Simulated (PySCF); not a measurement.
Core-level binding energies of thioketene

Thioketene, C2H2S.
Cartesian coordinates in Å at the PBE0-D3(BJ)/def2-SVP level; atoms count from 1:
```xyz
5
C2H2S angstrom
C     -0.599   -0.044    0.003
C      0.711    0.002   -0.030
S      2.269    0.058   -0.068
H     -1.184    0.874    0.107
H     -1.123   -1.001   -0.074
```

Computed with delta-SCF UKS SCAN, pcX-2 on the ionised atom, pcseg-1 elsewhere, spin-free X2C (PySCF). Each binding energy is the total energy of the core-ionised species, with the hole localised on one atom, minus that of the ground state; both are solved self-consistently, so orbital relaxation is included.

**Question.** List the computed XPS lines with their assignment.

**Answer.** 
| atom(s) | bonded to | level | binding energy (eV) | count |
| --- | --- | --- | --- | --- |
| C1 | C (double bond) and 2 H | C 1s | 290.66 | 1 |
| S3 | C (double bond) | S 1s | 2477.79 | 1 |

**Question.** What is the longest wavelength that can ionise C 1s of C1 vertically?

**Answer.** λ = hc/E = 12398.42 eV Å / 290.66 eV = 42.656 Å.

**Question.** Which effective nuclear charge Zeff reproduces each element's mean 1s value in the hydrogen-like formula E = 13.606 eV × Zeff²?

**Answer.** C (Z = 6): mean 290.7 eV, Zeff = 4.62, Z − Zeff = 1.38; S (Z = 16): mean 2477.8 eV, Zeff = 13.49, Z − Zeff = 2.51. Means run over the listed sites, weighted by atom count.

The list is incomplete; no value stands for C 1s of C2 (hole states with ⟨S²⟩ of 1 or more are left out). Isolated species at its PBE0-D3(BJ)/def2-SVP geometry, gas phase.
